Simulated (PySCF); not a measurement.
Ne: ionisation energy

Ne [Ne] (1S) → Ne⁺ [He] 2s2 2p5 (2P), as a difference of total energies. Computed with PySCF 2.14 in aug-cc-pVTZ-DK, with the spin-free X2C one-electron Hamiltonian (Gaussian nucleus). Correlated levels: valence: 1s2 frozen. The calculations carry no spin-orbit coupling.

```csv
method,ionisation energy (eV),error (eV)
UHF,19.673,-1.924
MP2 (valence),21.647,+0.050
SCS-MP2 (valence),21.498,-0.099
CCSD (valence),21.374,-0.223
CCSD(T) (valence),21.442,-0.155
```

Reference: 21.597 eV (measured; NIST levels, between the centres of gravity of the two terms).

Errors of the correlated levels include the incompleteness of this basis and the frozen core.
